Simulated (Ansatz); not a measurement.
`N=C=O`: measurement beside calculation (Ansatz, PBE0-D4/def2-TZVP geometry).

```xyz
4

N    -0.014    0.678   -0.355
C    -0.196   -0.449    0.040
O    -0.475   -1.539    0.324
H     0.685    1.310   -0.009
```

Measured: 32.8 ± 0.3 eV (ionisation energy: vertical double ionization energy, neutral ground state to HNCO2+ triplet A'' (2a''-1 9a'-1), magnetic-bottle photoelectron-photoelectron coincidence at 40.8 eV). Source: Double and triple ionization of isocyanic acid, 2019 (arxiv:1908.11441).

| level | vertical IE (eV) | minus measured (eV) |
| --- | --- | --- |
| PBE-D4/def2-TZVPP | 11.61 | -21.19 |
| r2SCAN-D4/def2-TZVPP | 11.56 | -21.24 |
| PBE0-D4/def2-TZVPP | 11.64 | -21.15 |
| B3LYP-D4/def2-TZVPP | 11.72 | -21.08 |
| ωB97X-V/def2-TZVPP | 11.68 | -21.12 |
| ωB97M-V/def2-TZVPP | 11.67 | -21.13 |
| B2PLYP/def2-TZVPP | 11.71 | -21.09 |
| −ε(HOMO), LDA (SPW92) | 7.59 | -25.21 |
| −ε(HOMO), PBE | 7.37 | -25.43 |
| −ε(HOMO), revPBE | 7.30 | -25.50 |
| −ε(HOMO), BLYP | 7.25 | -25.55 |
| −ε(HOMO), r2SCAN | 7.69 | -25.11 |
| −ε(HOMO), B97M-V | 7.69 | -25.11 |
| −ε(HOMO), PBE0 | 8.84 | -23.96 |
| −ε(HOMO), B3LYP | 8.59 | -24.21 |
| −ε(HOMO), r2SCANh | 8.24 | -24.56 |
| −ε(HOMO), r2SCAN0 | 9.06 | -23.74 |
| −ε(HOMO), HSE06 | 8.43 | -24.37 |
| −ε(HOMO), BHLYP | 10.21 | -22.59 |
| −ε(HOMO), CAM-B3LYP | 10.26 | -22.54 |
| −ε(HOMO), LC-ωPBE | 11.61 | -21.19 |
| −ε(HOMO), ωB97X-V | 11.23 | -21.57 |
| −ε(HOMO), ωB97M-V | 11.13 | -21.67 |

Computed values are vertical and leave out zero-point energy and spin–orbit coupling. All levels miss by much here, so the measurement may belong to another conformer or state, or be off; this wasn't checked.

B3LYP here is the variant with VWN-RPA as its local correlation; programs differ in this.
